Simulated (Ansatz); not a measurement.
Results of PBEsol (plane waves, PAW; Ansatz, a first-principles code) for fcc Rh.

A relaxed, unreconstructed slab of the (110) face has 12 atoms, two equal faces of 10.111 Å² each and an energy of -76061.3195 eV. A bulk cell of 2 atoms with the same orientation and in-plane k mesh has -12677.4942 eV. Energies are extrapolated to zero smearing.

Run with plane-wave cutoff 500 eV, 14×20×1 k mesh (along the axes of the cell as run), Fermi–Dirac smearing 0.1 eV, scalar-relativistic PAW data made under PBE.

Worked out: γ = (E_slab − N E_bulk per atom)/2A = [-76061.3195 − 12 × (-12677.4942/2)]/(2 × 10.111) = 0.1803 eV/Å². With 16.022 J/m² per eV/Å² this is 2.89 J/m², or 1.82 eV per surface cell and face.
